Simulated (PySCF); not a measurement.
Planning a coupled-cluster job on `[AlH2][O][SiH3]`.

Method: EOM-CCSD/aug-cc-pVDZ, vertical, frozen core, gas phase (PySCF 2.14.0). Geometry: PBE0-D3(BJ)/def2-SVP. Work: CCSD, 8 EOM-IP roots, EOM-EE roots. The command runs a driver script over a list of jobs; the input below is this job's line of settings and its coordinates in Å.

Command:
```bash
OMP_NUM_THREADS=1 python probes_run.py task.json out
```

Input:
```
{"job": {"kind": "eom", "basis": "aug-cc-pVDZ", "nee": 5}, "charge": 0, "multiplicity": 1}
Al     1.966782    -0.454076     0.280342
O      0.322345    -0.113218     0.023755
Si    -1.267252     0.228634    -0.238439
H      2.460506    -1.935818     0.028182
H      2.913855     0.721440     0.754027
H     -1.429298     1.644218    -0.691066
H     -1.827440    -0.672359    -1.291422
H     -2.046158     0.036054     1.022427
```

Hardware: an Arm Neoverse V2 with one thread (shared host). PySCF's memory limit was set to 3200 MB.

How large is the basis?

122 functions for 40 electrons.

Estimate the wall time.

About 7.7 min. 

How much memory does it need at the peak?

About 1.6 GiB. Peak memory is the resident size of the whole Python process, interpreter and libraries included.

At this speed, how long would 500 such jobs take on 64 cores, one job a core?

500/64 gives 8 rounds of 7.7 min, about 62 min of wall time and 64 core-hours, if the jobs don't slow each other.

The output:
```
E(HF) = -608.7085478982
E(MP2) = -609.0860429805
E(CCSD) = -609.1266833873
T1 diagnostic = 0.0133

EOM-IP-CCSD (eV)   Koopmans (eV)
  10.6475      11.4444
  11.2649      12.2175
  11.8245      12.4480
  13.2380      13.9864
  13.4866      14.8767
  13.5264      15.0204
  15.3480      16.5646
  18.4740      20.2631

EOM-EE-CCSD singlets (eV): 5.8125 7.0515 7.4814 7.5376 7.5420

EOM-EE-CCSD triplets (eV): 5.5382 6.7315
```

The host was shared with other jobs, so the times are rough.

The run converged: CCSD correlation energy -0.4181 Eh; T1 diagnostic 0.013; first ionisation 10.65 eV.
